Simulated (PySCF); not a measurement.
# BN⁺, doublet: reading a ladder of total energies

Geometry: that of the BN, triplet, kept fixed.

```
atom   x (Å)   y (Å)   z (Å)
   B  0.0000  0.0000  0.0000
   N  0.0000  0.0000  1.3155
```

Basis 6-31G; PySCF 2.14.0. Correlated methods freeze the noble-gas cores, which leaves 7 electrons in 16 orbitals. R marks a restricted (for open shells ROHF) determinant.

Full CI is exact within this basis and frozen core; it isn't the basis-set limit.

RCCSD has a T1 diagnostic of 0.125 and a largest doubles amplitude of 0.23.

The cluster runs stand on a determinant 0.45 eV above the lowest RHF solution, chosen by a search with trial CCSD; the correlation energy below is counted from it.

| level | total energy (hartree) |
| --- | --- |
| RHF determinant under the cluster runs | -78.485840 |
| RMP2 | -78.650523 |
| RCCSD | -78.669435 |
| RCCSD(T) | -78.689457 |
| RCCSDT | -78.688098 |
| full CI | -78.688533 |

What is the correlation energy at full CI, and what share of it do RMP2 and RCCSD recover?

E(corr) = -78.688533 − (-78.485840) = -0.202693 hartree = -5.516 eV. RMP2: -0.164683 / -0.202693 = 81.25 %. RCCSD: -0.183595 / -0.202693 = 90.58 %.

By how many kcal/mol does RCCSD(T) miss full CI (1 hartree = 627.509 kcal/mol), and which steps make up the rest?

-78.689457 − (-78.688533) = -0.000924 hartree = -0.58 kcal/mol. Steps: RCCSDT − RCCSD(T) = 0.85, full CI − RCCSDT = -0.27 kcal/mol. That is within 1 kcal/mol of the reference in this basis, which itself misses far more of the correlation at the basis-set limit.
